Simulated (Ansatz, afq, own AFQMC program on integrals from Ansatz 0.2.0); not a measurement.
## Atomization energy of CH3, doublet, worked out

```xyz
4

C     0.0000    0.0000    0.0000
H     1.0799    0.0140   -0.0003
H    -0.5521    0.9282   -0.0027
H    -0.5278   -0.9423    0.0031
```

Basis aug-cc-pVTZ. Noble-gas cores (and the filled d shells of Ga–Kr and In–Xe) are frozen. Integrals, coupled cluster, full CI and functionals: Ansatz 0.2.0; the random walks run on the same integrals in our own AFQMC program. ph-AFQMC/CISD is guided by a CISD state made of CCSD amplitudes; releasing the constraint for a short imaginary time cuts its bias at the price of noise, slowly where states lie close. Uncertainties: one standard error, sampling alone.

Total energies in eV. CBS is CCSD(T) at the limit of def2-TZVPP/QZVPP (extrapolated itself); the highest rung of each member is named.

Cautions: CH₃ (doublet): the ph-AFQMC/CISD walk drifts between its halves (2.2 errors).

| member | count | CCSD(T)/aug-cc-pVTZ | highest rung in aug-cc-pVTZ | which | CCSD(T)/CBS |
| --- | --- | --- | --- | --- | --- |
| C (triplet) | +1 | -1028.0958 | -1028.1107 | FCI | -1028.3149 |
| H (doublet) | +3 | -13.6008 | -13.6008 | FCI | -13.6059 |
| CH₃, doublet | -1 | -1082.0243 | -1082.0409 | CCSDT(Q) | -1082.4472 |

Q: Work out the best estimate of the atomization energy: the CCSD(T)/CBS difference plus the step from CCSD(T) to the highest rung.

A: Sums with the counts: CCSD(T)/CBS 13.3146 eV, highest rung 13.1278 eV, CCSD(T)/aug-cc-pVTZ 13.1261 eV. The step is 13.1278 − 13.1261 = 0.0017 eV, so the best estimate is 13.3146 + (0.0017) = 13.3163 eV = 307.1 kcal/mol. The basis set is worth 0.189 eV of it. Zero-point, core-correlation and spin–orbit terms aren't in it.

Best estimates are given only where the step beyond CCSD(T) is under 0.3 eV and no member's determinant is very poor (T1 over 0.05, or 0.07 for open shells, ⟨S²⟩ too high by 0.3, two states mixed), so the hardest cases are missing from such tables.

CCSDT and higher add their correlation energy to the determinant of the CCSD(T) run, since their own runs factorise the integrals more tightly (a shift of under 2 meV). Each member of a difference takes its own highest rung, so a best estimate needn't equal the limit plus the step of one row.
